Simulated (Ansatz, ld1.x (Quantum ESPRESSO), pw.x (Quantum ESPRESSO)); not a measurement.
# indium: does the RRKJ potential hold in the solid?

```
Element                 : In
Generator               : ld1.x (Quantum ESPRESSO) 7.5
Type                    : norm-conserving RRKJ (Kleinman–Bylander form)
Functional              : LDA (PW92)
Relativity              : scalar-relativistic
Frozen core             : [Kr] 4d10
Valence charge          : 3
Reference configuration : 5s2 5p1
Partial waves           : 5p (bound): rc 2.65 bohr; 5d channel at 0.25 Ry: rc 2.90 bohr; 5s (bound): rc 2.20 bohr
Local potential         : the s channel
Core correction         : Bessel-smoothed model core inside 2.25 bohr
rho0                    : 0.02
```

Crystal test: bcc In in pw.x 7.5, no spin, 13³ k-points, Fermi–Dirac smearing 0.01 Ry, cutoffs 50/200 Ry. The reference is all-electron LAPW (Ansatz 0.2.0) with the same functional, mesh and smearing; V0 and B0 come from Birch–Murnaghan fits to the pressures at five volumes. Errors are pseudo minus all-electron; Δ is the rms difference of the E(V) curves that follow from these fits, minima aligned, over ±6 % about the mean V0. Mesh and smearing are coarse, so the numbers serve the comparison and aren't converged zero-temperature values; the lattice is a test structure that the element need not adopt.

All-electron: a0 = 3.677 Å (V0 = 24.85 Å³/atom), B0 = 48.8 GPa.

**Question.** How far does the potential miss the all-electron equation of state?

**Answer.** mean pressure error (GPa): -1.30; a0 (Å): 3.643; a0 error (%): -0.91; B0 error (%): +5.7; Δ (meV/atom): 7.4. This is a poor potential for the solid.

```tsv
V (Å³/atom)	P all-electron (GPa)	P pseudo (GPa)
23.764	2.46	0.93
24.390	0.96	-0.44
25.015	-0.32	-1.61
25.640	-1.40	-2.59
26.266	-2.33	-3.43
```

**Question.** At the middle volume, how do free energy and pressure move when the wave cutoff is lowered (ecutrho kept at four times it)?

**Answer.**

```tsv
cutoff (Ry)	shift of F (meV/atom)	shift of P (GPa)
22	+27.0	-0.78
30	+4.8	-0.00
40	+2.7	-0.06
```

The run at the middle volume (84 k-points, 6 iterations) took about 7.2 s on one core of a shared host (Neoverse-V2, 192 threads, 742 GiB, load 36).
